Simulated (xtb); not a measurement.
xtb input:

```bash
xtb mol.xyz --gfn 2 --ohess tight --chrg 0 --uhf 0
```
mol.xyz:
```
2

Li     0.01759695    -0.02796366     0.81089298
H     -0.03429759    -0.01410344    -0.80179033
```

Question: Which total energy does the run end on?

Answer: -0.78380 Eh (GFN2-xTB).
